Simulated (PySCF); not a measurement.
# Calculated properties of `Cl` (HCl)

Species: HCl.
Z-matrix (Å and degrees, PBE0-D3(BJ)/def2-SVP geometry), rows numbered from 1:
```
Cl
H   1  1.2852
```

From PBE0-D3(BJ)/def2-SVP geometry optimisation, gas phase (PySCF):

| Quantity | Value |
| --- | --- |
| Point group | C∞v |
| Rotational constant B (linear) | 312.329 GHz |

**B3LYP/pcSseg-1 ground state and GIAO shieldings, non-relativistic (PySCF)**

| Item | Value |
| --- | --- |
| Dipole moment | 1.42 D |
| HOMO energy | -9.09 eV |
| LUMO energy | -0.05 eV |
| HOMO–LUMO gap | 9.04 eV |
| 1H chemical shifts (computed TMS as zero) by class | 0.57 (H2) ppm |
| Isotropic shieldings of nuclei other than C and H, by class | 930 (Cl1) ppm |

Monoisotopic mass from the formula: 35.9767 u.

For a rigid linear rotor the levels are B·J(J + 1), so J = 1 lies 2B = 624.66 GHz above J = 0. A dipole of 1.42 D is allowed in C∞v, and pure rotational transitions are dipole-allowed. The dipole equals about 4.7 × 10⁻³⁰ C·m (1 D = 3.33564 × 10⁻³⁰ C·m).

